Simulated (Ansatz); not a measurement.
# CSi2: the cost of one run

Method: cc-pVTZ, core rule «outside noble gas», up to 11 orbitals frozen; program: Ansatz 0.2.0, Gaussian basis.

The runs, in order: UHF; CCSD(T) on ROHF; CCSD(T) on UHF; BCCD(T) on ROHF; CCSDT(Q) on ROHF; CCSDT(Q) on UHF; CASSCF and NEVPT2, 12 electrons in 12 orbitals.

4 further runs of the same task are left out: 4 set aside as unsound or not needed.

## 1. What is computed

The geometry is a PBE0/def2-TZVP stationary point (not a proven minimum).

3 atoms, charge 0, spin multiplicity 3.

Atoms are counted from 1 here; the program's logs count them from 0.

Bond lengths: C1–Si2 1.825 Å, C1–Si3 1.757 Å, Si2–Si3 2.287 Å. Angles: Si2–C1–Si3 79.3°, C1–Si2–Si3 49.0°, C1–Si3–Si2 51.6°.

## 2. UHF

The input, in.yaml:

```yaml
crystal:
  periodic: [false, false, false]
  atoms:
    - {symbol: C, position_ang: [0.000000, -1.134324, -0.058627]}
    - {symbol: Si, position_ang: [0.000000, 0.227422, 1.155842]}
    - {symbol: Si, position_ang: [0.000000, 0.257669, -1.130771]}
basis:
  gaussian: {orbitals: cc-pVTZ}
magnetization: {spin_polarized: true, initial_magnetization: 2}
hamiltonian: {xc: hf}
output: {orbitals: {seedname: orbitals}}
```

Run with:

```
$ ansatz run in.yaml --threads 1 --pin off --events-out ev --progress --plain --max-ram 2816MiB --backend cpu
```

Q: Estimate wall time and peak memory on 1 thread of AMD EPYC 7R13, shared host.

About 7.5 s, with a peak of 0.29 GiB.
